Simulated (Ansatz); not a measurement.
# BeN₂+ (doublet): the correlation ladder, def2-QZVPP

An exercise on one series of results from a longer session: the logs are not shown, and one member is left open.

The runs use Ansatz 0.2.0, Gaussian basis; def2-QZVPP, core rule «outside noble gas», up to 3 orbitals frozen.

The runs, in order: UHF; ROHF; CCSD(T) on UHF.

2 further runs of the same task are left out: 2 set aside as unsound or not needed.

**What is computed**

The geometry is a PBE0/def2-TZVP stationary point (not a proven minimum) of the parent state, kept for this charge and spin.

3 atoms, charge 1, spin multiplicity 2.

Atoms are counted from 1 here; the program's logs count them from 0.

Bond lengths: Be1–N2 1.507 Å, Be1–N3 1.560 Å, N2–N3 1.252 Å. Angles: N2–Be1–N3 48.1°, Be1–N2–N3 68.1°, Be1–N3–N2 63.7°.

The first run:

in.yaml

```yaml
crystal:
  periodic: [false, false, false]
  atoms:
    - {symbol: Be, position_ang: [0.000000, 0.349937, -0.999909]}
    - {symbol: N, position_ang: [0.000000, -0.693141, 0.087710]}
    - {symbol: N, position_ang: [0.000000, 0.467984, 0.555651]}
basis:
  gaussian: {orbitals: "def2-QZVPP.json"}
total_charge: 1
magnetization: {spin_polarized: true, initial_magnetization: 1}
hamiltonian: {xc: hf}
output: {orbitals: {seedname: orbitals}}
```

Started as:

```
$ ansatz run in.yaml --threads 1 --pin off --events-out ev --progress --plain --max-ram 2393MiB
```

Among the steps run: UHF; ROHF; CCSD(T) on UHF.

One of the session's tables, all rows but one given; the rest of the session is left out.

```
  method  from UCCSD(T) (meV)
    ROHF             +12234.2
     UHF             +12038.3
    UMP2                    ?
   UCCSD               +648.9
UCCSD(T)                    0
```

**Question.** Estimate the row for UMP2.

The run gave: from UCCSD(T) (meV): +560.0. In the column «from UCCSD(T) (meV)» it lies between UCCSD(T) (0) and UCCSD (+648.9).
